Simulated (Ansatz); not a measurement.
Results of PBEsol in Ansatz (PAW) for hcp Re.

A relaxed, unreconstructed slab of the (11-20) face has 20 atoms, two equal faces of 21.161 Å² each and an energy of -214735.6770 eV. A bulk cell of 4 atoms with the same orientation and in-plane k mesh has -42949.0009 eV. Energies are extrapolated to zero smearing.

Settings: plane-wave cutoff 500 eV, 12×12×1 k mesh (along the axes of the cell as run), Fermi–Dirac smearing 0.1 eV, scalar-relativistic PAW data made under PBE.

Worked out: γ = (E_slab − N E_bulk per atom)/2A = [-214735.6770 − 20 × (-42949.0009/4)]/(2 × 21.161) = 0.2204 eV/Å². With 16.022 J/m² per eV/Å² this is 3.53 J/m², or 4.66 eV per surface cell and face.

Ansatz is an electronic-structure program.
